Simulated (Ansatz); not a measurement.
Harmonic frequencies (cm⁻¹) at PBE0-D4/def2-TZVP from Ansatz: 42, 135, 263, 377, 379, 543, 623, 742, 784, 932, 978, 994, 1038, 1064, 1128, 1247, 1303, 1380, 1398, 1455, 1464, 1508, 1663, 1714, 2920, 3057, 3123, 3174, 3175, 3240.

Each molecule was computed in one conformer, which needn't be the lowest.

Problem. Which molecule is it?
A. `O=CCC1CO1`
B. `CC(=O)/C=C\O`
C. `C=C(C)C(=O)O`
D. `C=CCC(=O)O`

Solution. B.
